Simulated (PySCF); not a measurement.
H₂N, SMILES [NH2] (connectivity only; charge and spin as stated), charge -1, multiplicity 1. Atoms are numbered in the order given.

```xyz
3

N      0.0000     0.0000    -0.1453
H      0.0000    -0.7960     0.5086
H      0.0000     0.7960     0.5086
```
Charge -1, spin multiplicity 1.

Geometry optimised at r2SCAN-D4/def2-TZVPD. The spin state was assumed, not searched. The isomer is the one that the SMILES or the coordinates give; other isomers of the formula were not compared.

These are SMD-M06-2X/def2-SVPD (PySCF) values and carry that method's errors.

Solvation free energies are E(SMD) − E(gas) at the gas-phase geometry, for 1 M in both phases.

### Question
Rank water, ethylethanoate, chloroform by solvation free energy, most negative first.

### Answer
water (-81.1 kcal/mol), ethylethanoate (-67.1 kcal/mol), chloroform (-63.3 kcal/mol)
